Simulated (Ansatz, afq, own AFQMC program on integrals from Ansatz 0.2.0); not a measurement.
Two steps: Ansatz 0.2.0 writes the Fock matrix and Cholesky factors of the valence space, and afq projects on them the lowest state that overlaps trial and start.

```yaml
crystal:
  periodic: [false, false, false]
  atoms:
    - {symbol: N, position_ang: [0.000000, 0.000000, 0.000000]}
    - {symbol: N, position_ang: [0.000000, 0.000000, 1.089486]}
basis:
  gaussian: {orbitals: 6-31G}
magnetization: {spin_polarized: false, initial_magnetization: 2}
correlation: {method: ccsd_t, electrons: outside_noble_gas, hamiltonian_folder: ham}
```

```sh
$ ansatz run in.yaml --threads 1 --pin off --events-out ev --progress --plain --max-ram 1843MiB
```

afq runs on the folder ham with

```
--method phaseless --trial mp1 --walkers 10 --populations 1 --least-time 40 --time-step 0.05 --steps-per-block 10 --equilibration-blocks 30 --max-blocks 100 --target-error 0.00076 --factor-cut 1e-05 --start determinant --seed 2516 --taylor-order 1
```

Times are imaginary, in 1/Eh. The walk had a cap of 90 s.

```
orbitals 16  electrons 6 4  factors 95 of 268
reference energy -108.58184098 Eh
CCSD correlation -0.21503634 Eh in 11 cycles, weight of the determinant in the CISD state 0.9050
energy of the start -108.798384 Eh
 block  time / (1/Eh)  mean weight  energy / Eh
     1     0.500  3.0649  -108.797979
     2     1.000  2.4595  -108.821187
     3     1.500  2.4000  -108.793879
     4     2.000  2.0623  -108.792010
     5     2.500  1.8075  -108.796811
    10     5.000  1.2585  -108.752711
    25    12.500  1.0536  -108.810140
    28    14.000  1.0840  -108.732207
    40    20.000  1.1232  -108.807436
    55    27.500  1.0274  -108.797373
    70    35.000  0.9961  -108.798947
    85    42.500  1.1682  -108.810056
   100    50.000  1.0084  -108.871051
   115    57.500  1.1321  -108.800704
   130    65.000  0.8553  -108.795999
blocks merged  error / Eh  count
     1  0.002285  100
     2  0.002176  50
     4  0.002506  25
     8  0.002885  12
energy -108.799788 +/- 0.002506 Eh
(rows thinned)
```

The run failed at least one of its tests; the cautions name the faults.

Against this walk (error 68.2 meV) on the same determinant: CCSD(T) 133.0 meV lower (within the noise), CCSDT(Q) 191.2 meV lower, CCSDTQ 186.3 meV lower, full CI (a separate run on its own orbitals, whose frozen core shifts it by up to a few meV) 192.4 meV lower, a separate phaseless walk with a CISD trial and standard settings 106.6 ± 68.9 meV lower (within the noise). The error is statistical and leaves out the bias of the constraint.

A setting was made bad on purpose (series of the exponential too short), so the walk's energy isn't to be trusted.

Cautions: constraint bias not in the error; error above the target (68.2 against 20.7 meV); another spin lies lower (by 8.01 eV); the search met a lower determinant of the same kind, perhaps of another symmetry (1.04 eV lower), and this one is a saddle point; the CCSD(T) amplitudes may be one of several solutions (largest double 0.12); the CCSDT(Q) amplitudes may be one of several solutions (largest double 0.13); the CCSDTQ amplitudes may be one of several solutions (largest double 0.13); a state of other symmetry lies lower (by 30 meV); full CI with its own frozen core; so few walkers bias the energy; the time-step error isn't removed.

CCSDT and higher add their correlation energy to the determinant of the CCSD(T) run, since their own runs factorise the integrals more tightly (a shift of under 2 meV). A walk keeps the symmetry of its determinant, which the program's search chose and which needn't be the lowest solution, so a lower state of the same spin and another symmetry isn't excluded.
